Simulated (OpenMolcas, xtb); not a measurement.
# How methods differ on BH2O (SMILES B[O])

The species is BH2O (4 atoms), meant as a doublet with charge 0. SMILES: `B[O]`. Geometry: relaxed at PBE0-D4/def2-TZVP.

```xyz
4

B    -0.0011   -0.0103   -0.0151
O     1.0253   -0.3408    0.6769
H    -1.0526   -0.5877    0.1516
H     0.0839    0.8785   -0.8336
```

Each level gives the energy change with the B1–H3 bond stretched from 1.211 to 1.817 Å (eV). The values are calculated.

```csv
level,kind,program,value (eV),CPU time (all runs)
GFN1-xTB,semi-empirical,xtb,1.16,under 2 s
UHF/def2-TZVPPD,Hartree–Fock,OpenMolcas,1.81,35 s
USVWN5/def2-TZVPPD,LDA,OpenMolcas,1.22,55 s
UPBE/def2-TZVPPD,GGA,OpenMolcas,1.24,77 s
U-r2SCAN/def2-TZVPPD,meta-GGA,OpenMolcas,1.35,100 s
UPBE0/def2-TZVPPD,global hybrid,OpenMolcas,1.43,80 s
FCI/STO-3G,exact in the basis,OpenMolcas,2.03,8.9 s
```

The first shape isn't each level's own minimum. The values span 1.16 to 2.03 eV. Spin contamination of the reference (⟨S²⟩ at least 0.1 too high) touches UHF/def2-TZVPPD. High-level rows in very small sets aren't better than simpler rows in larger ones. CPU times are rough (shared hosts, several kinds of processor): they show what a rung costs within a factor of a few.
